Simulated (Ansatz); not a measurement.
## Low-lying states of COS

Program: Ansatz, Gaussian basis, development build. State-averaged CASSCF with equal weights; occupations are averaged over the states; levels count from the state that is lowest in CASSCF. No symmetry is imposed, so a solution can break that of the shape. No proof that the lowest CASSCF solution was found.

Geometry:

```xyz
3

O     0.0000    0.0000   -1.6821
C     0.0000    0.0000   -0.5257
S     0.0000    0.0000    1.0382
```

Basis cc-pVDZ, nonrelativistic, 7 orbitals frozen in the corrections; active space CAS(8,6). Averaged: 2 singlets.

CASSCF levels: singlet 0.00, singlet 6.01 eV.

(1) How does SC-NEVPT2 move them?

Answers

(1) singlet 0.00, singlet 6.19 eV, in the same order of listing. The lowest state stays.
